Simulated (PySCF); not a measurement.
Ionisation energy of N by level of theory

N [He] 2s2 2p3 (4S) → N⁺ [He] 2s2 2p2 (3P), as a difference of total energies. Calculation: PySCF 2.14, in dyall-acv3z; the spin-free X2C one-electron Hamiltonian (Gaussian nucleus). Correlated levels: valence: 1s2 frozen; valence and next inner shell: nothing frozen; virtual orbitals above 40 to 60 times the deepest correlated orbital energy dropped. The calculations carry no spin-orbit coupling.

| method | ionisation energy (eV) | error (eV) |
| --- | --- | --- |
| UHF | 13.889 | -0.656 |
| LDA | 15.004 | +0.459 |
| PBE | 14.727 | +0.182 |
| PBE0 | 14.697 | +0.152 |
| r2SCAN | 14.809 | +0.264 |
| B3LYP | 14.657 | +0.112 |
| M06-2X | 14.549 | +0.004 |
| BP86 | 14.751 | +0.206 |
| HSE06 | 14.693 | +0.148 |
| MP2 (valence) | 14.580 | +0.035 |
| SCS-MP2 (valence) | 14.320 | -0.225 |
| MP2 (valence and next inner shell) | 14.595 | +0.050 |
| SCS-MP2 (valence and next inner shell) | 14.328 | -0.217 |

Reference: 14.545 eV (measured; NIST levels, between the centres of gravity of the two terms).

Errors of the correlated levels include the incompleteness of this basis and the frozen core.
